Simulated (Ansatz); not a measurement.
# AlH4+ (triplet): from Hartree-Fock to the top rungs, def2-TZVPP

The task here is to estimate one member of a computed series from the others.

The runs use Ansatz 0.2.0, Gaussian basis; def2-TZVPP, core rule «outside noble gas», up to 5 orbitals frozen.

The runs, in order: UHF; ROHF; CCSD(T) on UHF.

2 further runs of the same task are left out: 2 set aside as unsound or not needed.

### The geometry

The geometry is a PBE0/def2-TZVP stationary point (not a proven minimum) of the parent state, kept for this charge and spin.

5 atoms, charge 1, spin multiplicity 3.

Atoms are counted from 1 here; the program's logs count them from 0.

Bond lengths: Al1–H4 1.595 Å, Al1–H5 1.595 Å, H2–H3 0.766 Å. Angles: H4–Al1–H5 120.0°.

The first run:

in.yaml

```yaml
crystal:
  periodic: [false, false, false]
  atoms:
    - {symbol: Al, position_ang: [-0.059867, 0.000147, -0.132768]}
    - {symbol: H, position_ang: [0.448722, 0.001802, 1.985772]}
    - {symbol: H, position_ang: [-0.317066, -0.008906, 1.956389]}
    - {symbol: H, position_ang: [0.733301, 1.383310, -0.188797]}
    - {symbol: H, position_ang: [0.737612, -1.380129, -0.199290]}
basis:
  gaussian: {orbitals: def2-TZVPP}
total_charge: 1
magnetization: {spin_polarized: true, initial_magnetization: 2}
hamiltonian: {xc: hf}
output: {orbitals: {seedname: orbitals}}
```

Launch:

```console
> ansatz run in.yaml --threads 1 --pin off --events-out ev --progress --plain --max-ram 2816MiB --backend cpu
```

Steps of the session up to this table: UHF; ROHF; CCSD(T) on UHF.

One table of the session follows, with a row left open; its other results are not shown here.

| method | from UCCSD(T) (meV) |
| --- | --- |
| ROHF | ? |
| UHF | +2893.9 |
| UMP2 | +791.3 |
| UCCSD | +57.1 |
| UCCSD(T) | 0 |

Q: Estimate the row for ROHF from the others.

The run gave: from UCCSD(T) (meV): +3124.6. In the column «from UCCSD(T) (meV)» it is the highest.
